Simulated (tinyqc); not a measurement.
Orbital energy against energy difference: ionisation energy by orbital energies and by energy differences in the 6-31g basis, for H2O, spin multiplicity 1. Computed by the program tinyqc with PySCF. The cation is unrestricted; errors are against CCSD(T) in this basis, not against experiment.

Geometry (angstrom):
```
atom,x,y,z
O,0.0000,0.0000,0.0000
H,0.0000,0.7630,0.5420
H,0.0000,-0.7630,0.5420
```

CCSD(T) difference in the same basis = 11.9128 eV

IP-EOM-CCSD = 11.6780 eV

First vertical ionisation energy (eV):
```
method,-e(HOMO),E(cation) - E,error of -e(HOMO),error of the difference
HF,13.616,11.01528,1.703,-0.898
LDA,6.271,12.75535,-5.642,0.843
PBE,6.194,12.43655,-5.719,0.524
B3LYP,7.945,12.49236,-3.968,0.580
PBE0,8.312,12.37869,-3.601,0.466
CAM-B3LYP,9.837,12.48309,-2.076,0.570
LC-wPBE,11.282,12.52249,-0.631,0.610
```

What does the comparison show, and why?

Koopmans errs by +1.70 eV and Delta-HF by -0.90 eV: relaxation, 2.60 eV, lowers the value and the missing correlation difference works against it. The PBE level is off by -5.7 eV through the wrong tail of its potential, though its energy difference is off by +0.52 eV; exact exchange deepens the level, and among the orbital energies LC-wPBE comes closest; among the differences PBE0 does.
